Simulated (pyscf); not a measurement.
Thermochemistry of product channels of HO–Zn–OH + H₂Se on the singlet surface, in kcal/mol, from CCSD(T)/def2-TZVPP + ΔMP2(QZVPP) energies (ideal gas, 1 atm, RRHO with modes under 100 cm⁻¹ raised to 100, one conformer, R ln 2 for chiral ones without a mode under 150 cm⁻¹). Single points on ωB97X-D3(BJ)/def2-SVP structures (PySCF, gas phase). MP2 and CC: frozen core, UHF for open shells. ΔMP2 is the change of the MP2 total energy from the triple- to the quadruple-zeta basis.

```csv
products,ΔE,ΔH(298 K),ΔG(298 K),ΔG(600 K)
H₂O + HO–Zn–SeH,[?],-16.8,-17.1,-17.5
HO–SeH + HO–ZnH,+36.1,+35.9,+35.3,[?]
```

Some entries are withheld; supply them.


- H₂O + HO–Zn–SeH, ΔE: -18.9
- HO–SeH + HO–ZnH, ΔG(600 K): +34.9

These are energies of the channels, which say nothing of barriers. The CCSD(T) − MP2 part came from Ansatz, without density fitting, on the same reference. The frozen core leaves the outer d or s,p core shells of the metals and heavy elements correlated in the MP2 and CC values, and def2-TZVPP describes them poorly, which can shift differences by a few kcal/mol. Elements up to Kr have no core potential and no relativistic terms here.
